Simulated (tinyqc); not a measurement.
MP2 on RHF in the sto-6g basis, frozen core, for BH3, spin multiplicity 1, step by step (part 1 of 2). Computed by tinyqc, a small Python program that keeps every step (integrals from PySCF). Settings: charge = 0, multiplicity = 1, basis = sto-6g, method = RHF, frozen orbitals = 1, energy threshold = 1e-10, iteration cap = 69, orthogonalisation = symmetric, start = atomic densities, DIIS depth = 6. Command: `OMP_NUM_THREADS=1 python tinyqc.py 21044 21045 out.jsonl` (the two numbers bound the seeds that draw the settings). One thread of a shared host (Intel(R) Xeon(R) Processor @ 2.60GHz), about 0.3 s of CPU time with the checks. The early iterations of the SCF are left out here.

## One-electron integrals

Geometry (angstrom):

| atom | x | y | z |
|---|---|---|---|
| B | 0.000000 | 0.000000 | 0.028000 |
| H | 1.136000 | 0.000000 | 0.000000 |
| H | -0.568000 | 0.984000 | 0.000000 |
| H | -0.568000 | -0.984000 | 0.000000 |

Basis sto-6g: exponents (1/bohr^2) and contraction coefficients of normalised primitives:

| element | l (shell) | exponent | coefficient |
|---|---|---|---|
| B | s (1) | 506.011147 | 0.009164 |
| B | s (1) | 92.776814 | 0.049362 |
| B | s (1) | 25.955658 | 0.168538 |
| B | s (1) | 8.916445 | 0.370563 |
| B | s (1) | 3.462507 | 0.416492 |
| B | s (1) | 1.426054 | 0.130334 |
| B | s (2) | 23.194575 | -0.013253 |
| B | s (2) | 4.590810 | -0.046992 |
| B | s (2) | 1.426819 | -0.033785 |
| B | s (2) | 0.548948 | 0.250242 |
| B | s (2) | 0.238410 | 0.595117 |
| B | s (2) | 0.109280 | 0.240706 |
| B | p (3) | 23.194575 | 0.003760 |
| B | p (3) | 4.590810 | 0.037679 |
| B | p (3) | 1.426819 | 0.173897 |
| B | p (3) | 0.548948 | 0.418036 |
| B | p (3) | 0.238410 | 0.425859 |
| B | p (3) | 0.109280 | 0.101708 |
| H | s (1) | 35.523221 | 0.009164 |
| H | s (1) | 6.513144 | 0.049361 |
| H | s (1) | 1.822143 | 0.168538 |
| H | s (1) | 0.625955 | 0.370563 |
| H | s (1) | 0.243077 | 0.416492 |
| H | s (1) | 0.100112 | 0.130334 |

Overlap, kinetic and nuclear-attraction integrals over the contracted functions; the nuclear repulsion is the sum of Za Zb / Rab.

nuclear repulsion = 7.79131394 hartree

overlap S, lower triangle:
```
           1B 1s     1B 2s     1B 2px     1B 2py     1B 2pz     2H 1s     3H 1s     4H 1s
1B 1s   1.000000
1B 2s   0.264891  1.000000
1B 2px  0.000000  0.000000   1.000000
1B 2py  0.000000  0.000000   0.000000   1.000000
1B 2pz  0.000000  0.000000   0.000000   0.000000   1.000000
2H 1s   0.077927  0.504179   0.505450   0.000000  -0.012458  1.000000
3H 1s   0.077898  0.504090  -0.252661   0.437708  -0.012455  0.126247  1.000000
4H 1s   0.077898  0.504090  -0.252661  -0.437708  -0.012455  0.126247  0.126188  1.000000
```

kinetic energy T (hartree), lower triangle:
```
            1B 1s     1B 2s     1B 2px     1B 2py     1B 2pz      2H 1s      3H 1s     4H 1s
1B 1s   10.947243
1B 2s   -0.333880  0.374498
1B 2px   0.000000  0.000000   1.125026
1B 2py   0.000000  0.000000   0.000000   1.125026
1B 2pz   0.000000  0.000000   0.000000   0.000000   1.125026
2H 1s   -0.009486  0.102386   0.257178   0.000000  -0.006339   0.768522
3H 1s   -0.009491  0.102340  -0.128527   0.222659  -0.006336  -0.011295   0.768522
4H 1s   -0.009491  0.102340  -0.128527  -0.222659  -0.006336  -0.011295  -0.011299  0.768522
```

nuclear attraction V (hartree), lower triangle:
```
             1B 1s      1B 2s     1B 2px     1B 2py     1B 2pz      2H 1s      3H 1s      4H 1s
1B 1s   -24.788633
1B 2s    -3.114210  -5.086226
1B 2px   -0.000010  -0.000058  -5.151298
1B 2py    0.000000   0.000000   0.000000  -5.151306
1B 2pz    0.001583   0.012687   0.000002   0.000000  -4.955632
2H 1s    -1.012677  -2.289443  -2.176380   0.000000   0.056474  -4.064046
3H 1s    -1.012283  -2.288902   1.087825  -1.884571   0.056456  -0.556098  -4.063694
4H 1s    -1.012283  -2.288902   1.087825   1.884571   0.056456  -0.556098  -0.555830  -4.063694
```

core Hamiltonian H = T + V (hartree), lower triangle:
```
             1B 1s      1B 2s     1B 2px     1B 2py     1B 2pz      2H 1s      3H 1s      4H 1s
1B 1s   -13.841390
1B 2s    -3.448090  -4.711728
1B 2px   -0.000010  -0.000058  -4.026272
1B 2py    0.000000   0.000000   0.000000  -4.026280
1B 2pz    0.001583   0.012687   0.000002   0.000000  -3.830606
2H 1s    -1.022163  -2.187057  -1.919203   0.000000   0.050135  -3.295523
3H 1s    -1.021774  -2.186562   0.959298  -1.661912   0.050121  -0.567393  -3.295172
4H 1s    -1.021774  -2.186562   0.959298   1.661912   0.050121  -0.567393  -0.567128  -3.295172
```

## Two-electron integrals

Functions are numbered as in S; the eight-fold symmetry (ij|kl) = (ji|kl) = (kl|ij) leaves the list below.

Two-electron integrals (ij|kl) in chemists' order, unique and non-zero (hartree):
```
(11|11) 2.924993    (21|11) 0.480756    (21|21) 0.099484    (22|11) 0.743449
(22|21) 0.188967    (22|22) 0.544922    (31|31) 0.021096    (32|31) 0.030854
(32|32) 0.120443    (33|11) 0.743450    (33|21) 0.188967    (33|22) 0.544922
(33|33) 0.587109    (41|41) 0.021096    (42|41) 0.030854    (42|42) 0.120443
(43|43) 0.031641    (44|11) 0.743450    (44|21) 0.188967    (44|22) 0.544922
(44|33) 0.523827    (44|44) 0.587109    (51|51) 0.021096    (52|51) 0.030854
(52|52) 0.120443    (53|53) 0.031641    (54|54) 0.031641    (55|11) 0.743450
(55|21) 0.188967    (55|22) 0.544922    (55|33) 0.523827    (55|44) 0.523827
(55|55) 0.587109    (61|11) 0.147542    (61|21) 0.029518    (61|22) 0.055404
(61|31) 0.002309    (61|32) 0.004347    (61|33) 0.056008    (61|44) 0.055102
(61|51) -0.000057   (61|52) -0.000107   (61|53) -0.000022   (61|55) 0.055102
(61|61) 0.009087    (62|11) 0.308873    (62|21) 0.079568    (62|22) 0.247377
(62|31) 0.009276    (62|32) 0.051627    (62|33) 0.260472    (62|44) 0.240823
(62|51) -0.000229   (62|52) -0.001272   (62|53) -0.000484   (62|55) 0.240835
(62|61) 0.024919    (62|62) 0.147423    (63|11) 0.274735    (63|21) 0.071869
(63|22) 0.235496    (63|31) 0.016222    (63|32) 0.084287    (63|33) 0.260443
(63|44) 0.223018    (63|51) -0.000179   (63|52) -0.001114   (63|53) -0.000675
(63|55) 0.223028    (63|61) 0.023826    (63|62) 0.164883    (63|63) 0.198153
(64|41) 0.008944    (64|42) 0.039079    (64|43) 0.010021    (64|54) -0.000247
(64|64) 0.017610    (65|11) -0.006772   (65|21) -0.001771   (65|22) -0.005804
(65|31) -0.000179   (65|32) -0.001114   (65|33) -0.005925   (65|44) -0.005497
(65|51) 0.008948    (65|52) 0.039107    (65|53) 0.010031    (65|55) -0.005991
(65|61) -0.000587   (65|62) -0.004064   (65|63) -0.004450   (65|65) 0.017720
(66|11) 0.456479    (66|21) 0.120116    (66|22) 0.417470    (66|31) 0.018458
(66|32) 0.130591    (66|33) 0.467214    (66|44) 0.392576    (66|51) -0.000455
(66|52) -0.003219   (66|53) -0.001840   (66|55) 0.392621    (66|61) 0.038756
(66|62) 0.306556    (66|63) 0.374848    (66|65) -0.009239   (66|66) 0.774999
(71|11) 0.147485    (71|21) 0.029507    (71|22) 0.055383    (71|31) -0.001154
(71|32) -0.002173   (71|33) 0.055307    (71|41) 0.001999    (71|42) 0.003764
(71|43) -0.000392   (71|44) 0.055760    (71|51) -0.000057   (71|52) -0.000107
(71|53) 0.000011    (71|54) -0.000019   (71|55) 0.055081    (71|61) 0.008663
(71|62) 0.022629    (71|63) 0.019863    (71|64) 0.001019    (71|65) -0.000533
(71|66) 0.033798    (71|71) 0.009080    (72|11) 0.308798    (72|21) 0.079549
(72|22) 0.247323    (72|31) -0.004636   (72|32) -0.025805   (72|33) 0.245680
(72|41) 0.008032    (72|42) 0.044705    (72|43) -0.008506   (72|44) 0.255506
(72|51) -0.000229   (72|52) -0.001272   (72|53) 0.000242    (72|54) -0.000419
(72|55) 0.240782    (72|61) 0.022632    (72|62) 0.102073    (72|63) 0.090174
(72|64) 0.012274    (72|65) -0.002746   (72|66) 0.165512    (72|71) 0.024904
(72|72) 0.147368    (73|11) -0.137323   (73|21) -0.035923   (73|22) -0.117713
(73|31) 0.010760    (73|32) 0.050366    (73|33) -0.123665   (73|41) -0.003151
(73|42) -0.019571   (73|43) 0.012439    (73|44) -0.117993   (73|51) 0.000090
(73|52) 0.000557    (73|53) -0.000354   (73|54) 0.000185    (73|55) -0.111481
(73|61) -0.009050   (73|62) -0.034455   (73|63) -0.020592   (73|64) -0.002953
(73|65) 0.000910    (73|66) -0.046082   (73|71) -0.011905   (73|72) -0.082403
(73|73) 0.062712    (74|11) 0.237898    (74|21) 0.062233    (74|22) 0.203925
(74|31) -0.003151   (74|32) -0.019571   (74|33) 0.196882    (74|41) 0.014400
(74|42) 0.072974    (74|43) -0.011526   (74|44) 0.221765    (74|51) -0.000155
(74|52) -0.000965   (74|53) 0.000185    (74|54) -0.000568   (74|55) 0.193129
(74|61) 0.017716    (74|62) 0.084238    (74|63) 0.074009    (74|64) 0.020427
(74|65) -0.002217   (74|66) 0.136438    (74|71) 0.020623    (74|72) 0.142755
(74|73) -0.078150   (74|74) 0.152988    (75|11) -0.006769   (75|21) -0.001771
(75|22) -0.005803   (75|31) 0.000090    (75|32) 0.000557    (75|33) -0.005602
(75|41) -0.000155   (75|42) -0.000965   (75|43) 0.000185    (75|44) -0.005817
(75|51) 0.008946    (75|52) 0.039096    (75|53) -0.005014   (75|54) 0.008686
(75|55) -0.005989   (75|61) -0.000533   (75|62) -0.002746   (75|63) -0.002374
(75|64) -0.000320   (75|65) 0.011307    (75|66) -0.004688   (75|71) -0.000587
(75|72) -0.004062   (75|73) 0.002224    (75|74) -0.003852   (75|75) 0.017711
(76|11) 0.075152    (76|21) 0.019315    (76|22) 0.060502    (76|31) 0.000953
(76|32) 0.005298    (76|33) 0.061095    (76|41) 0.001650    (76|42) 0.009177
(76|43) 0.000412    (76|44) 0.061571    (76|51) -0.000094   (76|52) -0.000522
(76|53) -0.000073   (76|54) -0.000127   (76|55) 0.058841    (76|61) 0.005825
(76|62) 0.031267    (76|63) 0.032274    (76|64) 0.003360    (76|65) -0.000939
(76|66) 0.059222    (76|71) 0.005823    (76|72) 0.031262    (76|73) -0.013224
(76|74) 0.029628    (76|75) -0.000939   (76|76) 0.008151    (77|11) 0.456418
(77|21) 0.120100    (77|22) 0.417430    (77|31) -0.009226   (77|32) -0.065279
(77|33) 0.411191    (77|41) 0.015983    (77|42) 0.113089    (77|43) -0.032314
(77|44) 0.448518    (77|51) -0.000455   (77|52) -0.003218   (77|53) 0.000919
(77|54) -0.001593   (77|55) 0.392583    (77|61) 0.033807    (77|62) 0.165534
(77|63) 0.141209    (77|64) 0.028304    (77|65) -0.004689   (77|66) 0.267877
(77|71) 0.038736    (77|72) 0.306490    (77|73) -0.187366   (77|74) 0.324592
(77|75) -0.009236   (77|76) 0.059222    (77|77) 0.774999    (81|11) 0.147485
(81|21) 0.029507    (81|22) 0.055383    (81|31) -0.001154   (81|32) -0.002173
(81|33) 0.055307    (81|41) -0.001999   (81|42) -0.003764   (81|43) 0.000392
(81|44) 0.055760    (81|51) -0.000057   (81|52) -0.000107   (81|53) 0.000011
(81|54) 0.000019    (81|55) 0.055081    (81|61) 0.008663    (81|62) 0.022629
(81|63) 0.019863    (81|64) -0.001019   (81|65) -0.000533   (81|66) 0.033798
(81|71) 0.008659    (81|72) 0.022623    (81|73) -0.010810   (81|74) 0.016691
(81|75) -0.000533   (81|76) 0.005393    (81|77) 0.033794    (81|81) 0.009080
(82|11) 0.308798    (82|21) 0.079549    (82|22) 0.247323    (82|31) -0.004636
(82|32) -0.025805   (82|33) 0.245680    (82|41) -0.008032   (82|42) -0.044705
(82|43) 0.008506    (82|44) 0.255506    (82|51) -0.000229   (82|52) -0.001272
(82|53) 0.000242    (82|54) 0.000419    (82|55) 0.240782    (82|61) 0.022632
(82|62) 0.102073    (82|63) 0.090174    (82|64) -0.012274   (82|65) -0.002746
(82|66) 0.165512    (82|71) 0.022623    (82|72) 0.102047    (82|73) -0.055696
(82|74) 0.071947    (82|75) -0.002746   (82|76) 0.023542    (82|77) 0.165489
(82|81) 0.024904    (82|82) 0.147368    (83|11) -0.137323   (83|21) -0.035923
(83|22) -0.117713   (83|31) 0.010760    (83|32) 0.050366    (83|33) -0.123665
(83|41) 0.003151    (83|42) 0.019571    (83|43) -0.012439   (83|44) -0.117993
(83|51) 0.000090    (83|52) 0.000557    (83|53) -0.000354   (83|54) -0.000185
(83|55) -0.111481   (83|61) -0.009050   (83|62) -0.034455   (83|63) -0.020592
(83|64) 0.002953    (83|65) 0.000910    (83|66) -0.046082   (83|71) -0.010810
(83|72) -0.055696   (83|73) 0.040918    (83|74) -0.038468   (83|75) 0.001463
(83|76) -0.009946   (83|77) -0.095078   (83|81) -0.011905   (83|82) -0.082403
(83|83) 0.062712    (84|11) -0.237898   (84|21) -0.062233   (84|22) -0.203925
(84|31) 0.003151    (84|32) 0.019571    (84|33) -0.196882   (84|41) 0.014400
(84|42) 0.072974    (84|43) -0.011526   (84|44) -0.221765   (84|51) 0.000155
(84|52) 0.000965    (84|53) -0.000185   (84|54) -0.000568   (84|55) -0.193129
(84|61) -0.017716   (84|62) -0.084238   (84|63) -0.074009   (84|64) 0.020427
(84|65) 0.002217    (84|66) -0.136438   (84|71) -0.016691   (84|72) -0.071947
(84|73) 0.038468    (84|74) -0.041109   (84|75) 0.001896    (84|76) -0.017230
(84|77) -0.108127   (84|81) -0.020623   (84|82) -0.142755   (84|83) 0.078150
(84|84) 0.152988    (85|11) -0.006769   (85|21) -0.001771   (85|22) -0.005803
(85|31) 0.000090    (85|32) 0.000557    (85|33) -0.005602   (85|41) 0.000155
(85|42) 0.000965    (85|43) -0.000185   (85|44) -0.005817   (85|51) 0.008946
(85|52) 0.039096    (85|53) -0.005014   (85|54) -0.008686   (85|55) -0.005989
(85|61) -0.000533   (85|62) -0.002746   (85|63) -0.002374   (85|64) 0.000320
(85|65) 0.011307    (85|66) -0.004688   (85|71) -0.000533   (85|72) -0.002746
(85|73) 0.001463    (85|74) -0.001896   (85|75) 0.011303    (85|76) -0.000688
(85|77) -0.004687   (85|81) -0.000587   (85|82) -0.004062   (85|83) 0.002224
(85|84) 0.003852    (85|85) 0.017711    (86|11) 0.075152    (86|21) 0.019315
(86|22) 0.060502    (86|31) 0.000953    (86|32) 0.005298    (86|33) 0.061095
(86|41) -0.001650   (86|42) -0.009177   (86|43) -0.000412   (86|44) 0.061571
(86|51) -0.000094   (86|52) -0.000522   (86|53) -0.000073   (86|54) 0.000127
(86|55) 0.058841    (86|61) 0.005825    (86|62) 0.031267    (86|63) 0.032274
(86|64) -0.003360   (86|65) -0.000939   (86|66) 0.059222    (86|71) 0.005393
(86|72) 0.023542    (86|73) -0.009946   (86|74) 0.017230    (86|75) -0.000688
(86|76) 0.006488    (86|77) 0.037361    (86|81) 0.005823    (86|82) 0.031262
(86|83) -0.013224   (86|84) -0.029628   (86|85) -0.000939   (86|86) 0.008151
(87|11) 0.075117    (87|21) 0.019306    (87|22) 0.060474    (87|31) -0.001905
(87|32) -0.010590   (87|33) 0.061778    (87|44) 0.060830    (87|51) -0.000094
(87|52) -0.000522   (87|53) 0.000147    (87|55) 0.058813    (87|61) 0.005392
(87|62) 0.023536    (87|63) 0.019889    (87|65) -0.000688   (87|66) 0.037348
(87|71) 0.005820    (87|72) 0.031246    (87|73) -0.019031   (87|74) 0.026256
(87|75) -0.000938   (87|76) 0.006485    (87|77) 0.059190    (87|81) 0.005820
(87|82) 0.031246    (87|83) -0.019031   (87|84) -0.026256   (87|85) -0.000938
(87|86) 0.006485    (87|87) 0.008143    (88|11) 0.456418    (88|21) 0.120100
(88|22) 0.417430    (88|31) -0.009226   (88|32) -0.065279   (88|33) 0.411191
(88|41) -0.015983   (88|42) -0.113089   (88|43) 0.032314    (88|44) 0.448518
(88|51) -0.000455   (88|52) -0.003218   (88|53) 0.000919    (88|54) 0.001593
(88|55) 0.392583    (88|61) 0.033807    (88|62) 0.165534    (88|63) 0.141209
(88|64) -0.028304   (88|65) -0.004689   (88|66) 0.267877    (88|71) 0.033794
(88|72) 0.165489    (88|73) -0.095078   (88|74) 0.108127    (88|75) -0.004687
(88|76) 0.037361    (88|77) 0.267839    (88|81) 0.038736    (88|82) 0.306490
(88|83) -0.187366   (88|84) -0.324592   (88|85) -0.009236   (88|86) 0.059222
(88|87) 0.059190    (88|88) 0.774999
```

## Orthogonalisation

S = U s U^T; symmetric (Loewdin) form X = U s^(-1/2) U^T, so that X^T S X = 1.

eigenvalues of S: 0.226602  0.314661  0.314686  0.945712  1.000721  1.559073  1.559126  2.079419

X, lower triangle:
```
            1B 1s      1B 2s     1B 2px     1B 2py    1B 2pz      2H 1s      3H 1s     4H 1s
1B 1s    1.031799
1B 2s   -0.177412   1.511870
1B 2px  -0.000004   0.000106   1.241979
1B 2py   0.000000   0.000000   0.000000   1.241972
1B 2pz   0.000934  -0.011718  -0.000003   0.000000  1.000284
2H 1s    0.024276  -0.387106  -0.398817   0.000000  0.009402   1.320537
3H 1s    0.024277  -0.386956   0.199321  -0.345318  0.009397  -0.021121   1.320384
4H 1s    0.024277  -0.386956   0.199321   0.345318  0.009397  -0.021121  -0.021140  1.320384
```

## Iteration 8 (converged): orbitals

converged F (hartree), lower triangle:
```
            1B 1s      1B 2s     1B 2px     1B 2py    1B 2pz      2H 1s      3H 1s      4H 1s
1B 1s   -7.520043
1B 2s   -2.114463  -1.077382
1B 2px  -0.000003  -0.000052  -0.237282
1B 2py   0.000000   0.000000   0.000000  -0.237268
1B 2pz  -0.000444   0.008988   0.000003   0.000000  0.230771
2H 1s   -0.628529  -0.605696  -0.407058   0.000000  0.008094  -0.445838
3H 1s   -0.628293  -0.605574   0.203480  -0.352507  0.008091  -0.188460  -0.445711
4H 1s   -0.628293  -0.605574   0.203480   0.352507  0.008091  -0.188460  -0.188377  -0.445711
```

Diagonalise F' = X^T F X, C = X C', fill 4 alpha and 4 beta electrons from the bottom; D = 2 C_occ C_occ^T. Each column has its largest component positive (the first on a tie).

F' = X^T F X (hartree), lower triangle:
```
           1          2          3          4         5          6          7         8
1  -7.345938
2  -1.106805  -0.067491
3   0.000007   0.000062   0.177357
4   0.000000   0.000000   0.000000   0.177370
5  -0.000162  -0.006736  -0.000001   0.000000  0.231188
6  -0.109911  -0.435467  -0.520163   0.000000  0.009955   0.075302
7  -0.109823  -0.435352   0.260010  -0.450425  0.009951  -0.058243   0.075243
8  -0.109823  -0.435352   0.260010   0.450425  0.009951  -0.058243  -0.058249  0.075243
```

orbital energies (hartree): MO1 -7.522593, MO2 -0.686240, MO3 -0.481946, MO4 -0.481944, MO5 0.230738, MO6 0.754625, MO7 0.792806, MO8 0.792826

coefficients C:
```
              MO1        MO2        MO3        MO4        MO5        MO6        MO7        MO8
1B 1s    0.994118  -0.222112   0.000031   0.000000  -0.008887  -0.245292   0.000000  -0.000829
1B 2s    0.025610   0.532069  -0.000122   0.000000   0.042900   1.575138   0.000000   0.005522
1B 2px   0.000002   0.000082   0.511759   0.000000   0.000001  -0.004042   0.000000   1.232522
1B 2py   0.000000   0.000000   0.000000   0.511749   0.000000   0.000000   1.232516   0.000000
1B 2pz  -0.000125  -0.004899  -0.000001   0.000000   0.999158  -0.051277   0.000000  -0.000177
2H 1s   -0.004602   0.283920   0.510652   0.000000  -0.012835  -0.780305   0.000000  -1.050646
3H 1s   -0.004601   0.283803  -0.255403   0.442272  -0.012839  -0.785481  -0.907460   0.521213
4H 1s   -0.004601   0.283803  -0.255403  -0.442272  -0.012839  -0.785481   0.907460   0.521213
```

D after iteration 8, lower triangle:
```
            1B 1s      1B 2s     1B 2px     1B 2py     1B 2pz      2H 1s      3H 1s     4H 1s
1B 1s    2.075209
1B 2s   -0.185438   0.567506
1B 2px  -0.000001  -0.000037   0.523794
1B 2py   0.000000   0.000000   0.000000   0.523774
1B 2pz   0.001927  -0.005220  -0.000002   0.000000   0.000048
2H 1s   -0.135242   0.301769   0.522708   0.000000  -0.002782   0.682794
3H 1s   -0.135235   0.301832  -0.261363   0.452664  -0.002779  -0.099647   0.682801
4H 1s   -0.135235   0.301832  -0.261363  -0.452664  -0.002779  -0.099647  -0.099616  0.682801
```

Within a degenerate level the vectors are fixed only up to a rotation; this is one choice.

## Convergence

Stop when the energy changes by less than 1e-10 hartree and every element of the error matrix X^T (F D S - S D F) X is below 3e-06.

Course of the cycle:

| iteration | E (hartree) | change | largest element of the error matrix |
|---|---|---|---|
| 1 | -26.30023632 | - | 7.09e-01 |
| 2 | -26.31382796 | -1.36e-02 | 1.00e-01 |
| 3 | -26.32957278 | -1.57e-02 | 1.78e-02 |
| 4 | -26.33032449 | -7.52e-04 | 2.06e-03 |
| 5 | -26.33033264 | -8.15e-06 | 4.15e-05 |
| 6 | -26.33033264 | -4.19e-09 | 8.55e-06 |
| 7 | -26.33033264 | -1.57e-10 | 5.29e-08 |
| 8 | -26.33033264 | 7.11e-15 | 6.17e-10 |

PySCF RHF in the same basis = -26.33033264 hartree

Converged in 8 iterations.
